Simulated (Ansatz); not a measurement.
Si₃⁻. Charge -1, multiplicity 2. Geometry relaxed at PBE-D4/def2-TZVPD.

```xyz
3

Si    0.207    0.430   -1.288
Si    0.802   -0.891    0.670
Si   -1.010    0.462    0.618
```

The structure comes from a short search, and lower isomers may exist.

Estimate the harmonic wavenumbers at UKS PBE-D4/def2-TZVPD (Ansatz, unscaled). Is this a minimum?

292, 342, 514 cm⁻¹. Yes, no mode is imaginary beyond noise. Zero-point energy 6.9 kJ/mol. Run time 14 s (4 threads of Arm Neoverse V2 on a shared host).
